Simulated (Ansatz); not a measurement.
Cubic anti-perovskite Sr₃SbN (cell taken from a computed entry) was calculated with HSE06 in Ansatz (plane waves, PAW).

Run with plane-wave cutoff 460 eV, 4×4×4 k mesh, Fermi–Dirac smearing 0.01 eV, scalar-relativistic PAW data made under PBE.

Cell (relaxed with PBEsol):

```
Sr3NSb
1.0
    5.13155     0.00000     0.00000
    0.00000     5.13155     0.00000
    0.00000     0.00000     5.13155
Sr Sb N
3 1 1
Direct
  0.00000   0.50000   0.50000
  0.50000   0.00000   0.50000
  0.50000   0.50000   0.00000
  0.00000   0.00000   0.00000
  0.50000   0.50000   0.50000
```

Give the computed band gap.


* **band gap**: 0.92 eV (on the SCF k mesh)

Measured, for comparison: band gap 1.15 eV (temperature not stated, the source names no phase, no zero-point or thermal correction; as tabulated in Monga et al. (2024), arXiv:2404.16494).

Note: cell and atoms aren't relaxed at this level (pressure 1.5 GPa); this cell isn't known to be the ambient phase, and symmetry holds it in the calculation.

Spin–orbit coupling is not included.

Computed values are for the static lattice.

The result took about 2.1 core-minutes (a rough figure).

Ansatz is a quantum-chemistry and plane-wave program.
